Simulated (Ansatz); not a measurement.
```yaml
crystal:
  periodic: [false, false, false]
  atoms:
    - {symbol: C, position_ang: [-1.751661, -1.530715, 0.789206]}
    - {symbol: C, position_ang: [0.738598, -0.336746, 1.257824]}
    - {symbol: C, position_ang: [1.905947, 1.299601, -0.266287]}
    - {symbol: C, position_ang: [0.857980, 2.116405, -2.601535]}
    - {symbol: N, position_ang: [0.027956, 2.792433, -4.498493]}
    - {symbol: H, position_ang: [-3.067573, -1.067365, 2.315912]}
    - {symbol: H, position_ang: [-2.575525, -0.928169, -1.000496]}
    - {symbol: H, position_ang: [-1.568603, -3.590568, 0.777243]}
    - {symbol: H, position_ang: [1.700074, -0.839611, 3.001120]}
    - {symbol: H, position_ang: [3.732788, 2.084734, 0.225523]}
basis:
  gaussian: {orbitals: "6-31++G**"}
hamiltonian: {xc: {name: PBEsol}}
accuracy: high
```

```sh
$ ansatz run in.yaml --threads 2 --pin off --events-out ev --progress --plain --max-ram 20480MiB --backend cpu
```

It prints (some lines left out):

```
Functional definition: PBEsol
2674 factors; integrals over basis functions are off by at most 2.1e-8 eV
mean field evaluation 1: about -5611.9332 eV, gradient 1.1e2 eV
mean field evaluation 2: about -5147.8176 eV, gradient 2.3e2 eV
mean field evaluation 4: about -5104.9090 eV, gradient 2.3e2 eV
mean field evaluation 8: about -5645.8823 eV, gradient 1.5e0 eV
mean field evaluation 16: about -5645.9004 eV, gradient 7.5e-8 eV
mean field -5645.90044722 eV, -207.4830145065 hartree, gradient 7.5e-8 eV, S^2 0.000000; 10 other end points of the search recorded, 0 dependent functions left out
reference -5645.90045463 eV, -207.4830147789 hartree; 18, 18 occupied and 107, 107 virtual orbitals, 2674 factors
Total energy: -5645.90045463 eV, -207.4830147789 hartree
```

(1) Something in this input is off. What?

## Answers

(1) The coordinates are in bohr but typed as ångström. Self-consistency was reached. The result belongs to that input, not to the molecule as meant.
